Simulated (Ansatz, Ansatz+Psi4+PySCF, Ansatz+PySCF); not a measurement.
```xyz
8

C    -1.3897    0.4301    0.0209
S     0.1102   -0.6091   -0.0191
C     1.3549    0.5818    0.0418
H    -2.2457   -0.2429   -0.0248
H    -1.4265    1.0047    0.9464
H    -1.4126    1.0989   -0.8405
H     1.1631    1.5966   -0.2795
H     2.3680    0.2169    0.1269
```

Basis set: cc-pVTZ on H, C; cc-pV(T+d)Z on S (spherical functions). Correlated methods keep 7 orbitals frozen. Correlation on ROHF uses semicanonical orbitals with singles. Charge 0, multiplicity 2.

Computed with Ansatz (development build ahead of 0.2.0); each method stands on the lowest determinant of its kind that the runs found.

The atomization energy at this shape (free ground-state atoms in the same class of orbitals less the molecule, no zero-point energy) of doublet C₂H₅S:

```
  method  atomization energy
ROHF-MP2            28.30 eV
    ROHF            21.67 eV
```

Q: What does UHF give?

A: 21.41 eV.
